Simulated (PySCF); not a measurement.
Molecule: 1,3-dichloropropane (SMILES ClCCCCl).

Cartesian coordinates in Å; atom numbers follow the order of the lines, from 1:
```xyz
11

Cl    2.042    0.580    1.000
C     0.931    0.781   -0.385
C     0.028   -0.433   -0.530
C    -0.943   -0.575    0.631
Cl   -2.131    0.760    0.629
H     1.553    0.917   -1.269
H     0.347    1.682   -0.197
H     0.637   -1.338   -0.581
H    -0.529   -0.339   -1.465
H    -0.419   -0.532    1.585
H    -1.512   -1.501    0.558
```

Frames of a GFN2-xTB Langevin trajectory at 300 K; GIAO PBE0/pcSseg-1 shieldings in PySCF 2.14, gas phase, non-relativistic; equivalent atoms averaged within each frame.

References, each an isolated molecule treated in the same way: ³⁵Cl (949.78 ppm) against HCl; ¹³C (186.93 ppm) and ¹H (31.72 ppm) vs TMS. The references are static minima.

How do the shifts (ppm) fluctuate along the trajectory?

Results:


| time (fs) | Cl1/Cl5 | C2/C4 | C3 | H6/H7/H10/H11 | H8/H9 |
| --- | --- | --- | --- | --- | --- |
| 250 | 69 | 47.5 | 41.5 | 4.36 | 1.83 |
| 425 | 104 | 50.8 | 42.3 | 3.97 | 1.85 |
| 625 | 99 | 51.1 | 46.6 | 4.21 | 2.25 |
| 800 | 107 | 56.3 | 40.3 | 3.98 | 1.59 |
| 1000 | 100 | 54.1 | 36.0 | 3.99 | 1.74 |
| mean of frames | 96 | 52.0 | 41.3 | 4.10 | 1.85 |
| standard deviation | 15 | 3.4 | 3.8 | 0.18 | 0.24 |

5 frames give an uncertainty of the mean of about the standard deviation over 2.2 at best, since frames this close in time may not be independent; classical motion lacks zero-point vibration, and the reference would need the same averaging.
